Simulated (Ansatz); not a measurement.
Bond stretch in NaCl, singlet.

Computed with: RCCSD(T) = Ansatz (a quantum-chemistry and plane-wave program) with CCSD(T) on RHF/cc-pVDZ, frozen core; RKS-B3LYP = Ansatz with restricted B3LYP/cc-pVDZ; RKS-PBE = Ansatz with restricted PBE/cc-pVDZ; UKS-B3LYP = unrestricted B3LYP/cc-pVDZ (Ansatz); UKS-PBE = unrestricted PBE/cc-pVDZ in Ansatz; RCCSDT(Q) = CCSDT(Q) on RHF/cc-pVDZ, frozen core (Ansatz); FCI = Ansatz with full CI/cc-pVDZ, frozen core.

Cost and accuracy over the 20 points of the scan, with FCI as yardstick. Costs are rough ratios of core time within Ansatz on shared cores, each with its mean field (Kohn-Sham runs search longer for lower solutions than correlated ones do); the miss is the largest error against full CI of the curve after the mean shift, in kJ/mol.

Q: Which of them comes closest to FCI within 4 times the cost of the cheapest?

A: RKS-B3LYP, 31.2 kJ/mol off at most.

| level | relative cost | largest error |
|---|---|---|
| RCCSD(T) | 1 | 39.1 |
| RKS-B3LYP | 2 | 31.2 |
| RKS-PBE | 2 | 49.2 |
| UKS-B3LYP | 7 | 49.0 |
| UKS-PBE | 7 | 61.9 |
| RCCSDT(Q) | 8 | 37.8 |

Costs within a factor of two of each other count as equal.

The scan ran from 1.90 to 9.47 Å; beyond the distances shown full CI changes its symmetry label. The T1 diagnostic of CCSD on the restricted reference of RCCSD(T), RCCSDT(Q) exceeds 0.045 at 5.73 to 7.14 Å. The restricted form behind RKS-B3LYP, RKS-PBE keeps the bonding electrons paired and can't separate into open-shell fragments. The unrestricted determinant behind UKS-B3LYP is spin-contaminated at 4.20 to 7.14 Å (<S²> up to 0.6, against 0.00 for a pure singlet). The unrestricted determinant behind UKS-PBE is spin-contaminated at 4.20 to 7.14 Å (<S²> up to 0.5, against 0.00 for a pure singlet).
